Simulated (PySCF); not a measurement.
Dipole moment and polarisability across levels of theory

1-hexene, C6H12.
Structure used (PBE0-D3(BJ)/def2-SVP), in Å, numbered top down from 1:
```
atom  x, y, z in Å
C1    -3.2529    0.3262    0.1776
C2    -2.1954    0.0523   -0.5872
C3    -0.9491   -0.6365   -0.1305
C4     0.3024    0.2290   -0.2693
C5     1.5789   -0.4736    0.1726
C6     2.8211    0.3929    0.0412
H7    -3.2813    0.0373    1.2338
H8    -4.1296    0.8451   -0.2193
H9    -2.2114    0.3636   -1.6406
H10   -0.8065   -1.5586   -0.7246
H11   -1.0652   -0.9587    0.9183
H12    0.1661    1.1544    0.3177
H13    0.4088    0.5541   -1.3204
H14    1.4650   -0.8035    1.2205
H15    1.7060   -1.3982   -0.4183
H16    2.7360    1.3070    0.6508
H17    3.7268   -0.1409    0.3672
H18    2.9789    0.7090   -1.0027
```

PySCF, dipoles from the SCF density, polarisabilities from static response with core orbitals frozen. Isolated species at its PBE0-D3(BJ)/def2-SVP geometry (one conformer only).

Problem. How do dipole and polarisability depend on functional and basis here?

Solution. 

```json
{"level": "LDA/def2-SVPD", "μ (D)": "0.512", "α (Å³)": "12.00", "error (%)": "+3.0", "anisotropy (Å³)": "4.99"}
{"level": "PBE/def2-SVPD", "μ (D)": "0.487", "α (Å³)": "11.80", "error (%)": "+1.3", "anisotropy (Å³)": "4.94"}
{"level": "B3LYP/def2-SVPD", "μ (D)": "0.461", "α (Å³)": "11.52", "error (%)": "-1.1", "anisotropy (Å³)": "4.69"}
{"level": "PBE0/def2-SVPD", "μ (D)": "0.465", "α (Å³)": "11.42", "error (%)": "-2.0", "anisotropy (Å³)": "4.68"}
{"level": "BHandHLYP/def2-SVPD", "μ (D)": "0.444", "α (Å³)": "11.18", "error (%)": "-4.0", "anisotropy (Å³)": "4.50"}
{"level": "CAM-B3LYP/def2-SVPD", "μ (D)": "0.448", "α (Å³)": "11.35", "error (%)": "-2.6", "anisotropy (Å³)": "4.51"}
{"level": "wB97X-D/def2-SVPD", "μ (D)": "0.458", "α (Å³)": "11.36", "error (%)": "-2.5", "anisotropy (Å³)": "4.51"}
{"level": "LC-wPBE/def2-SVPD", "μ (D)": "0.439", "α (Å³)": "11.04", "error (%)": "-5.2", "anisotropy (Å³)": "4.35"}
{"level": "HF/def2-SVPD", "μ (D)": "0.442", "α (Å³)": "10.92", "error (%)": "-6.3", "anisotropy (Å³)": "4.35"}
{"level": "PBE0/6-31G*", "μ (D)": "0.388", "α (Å³)": "9.56", "error (%)": "-17.9", "anisotropy (Å³)": "4.78"}
{"level": "PBE0/def2-SVP", "μ (D)": "0.434", "α (Å³)": "10.01", "error (%)": "-14.0", "anisotropy (Å³)": "4.71"}
{"level": "PBE0/def2-TZVP", "μ (D)": "0.467", "α (Å³)": "11.18", "error (%)": "-4.0", "anisotropy (Å³)": "4.89"}
```

Reference polarisability: 11.650 Å³ (measured, gas; NIST CCCBDB Release 22 (SRD 101), experimental polarizabilities). The anisotropy is √(½[(α1 − α2)² + (α2 − α3)² + (α3 − α1)²]). For the polarisability, the smallest error is 1.1% (B3LYP/def2-SVPD) and the largest 17.9% (PBE0/6-31G*). The dipole runs from 0.39 D (PBE0/6-31G*) to 0.51 D (LDA/def2-SVPD). In one basis (def2-SVPD) the functionals order the polarisability from HF (lowest) to LDA (highest), a spread of 10%. With PBE0 the polarisability is 10.25 Å³ without diffuse functions (mean of 6-31G*, def2-SVP and def2-TZVP) and 11.42 Å³ with them (def2-SVPD). Measured values can belong to vibrating molecules and may average over conformers; the computed ones are for one fixed geometry.
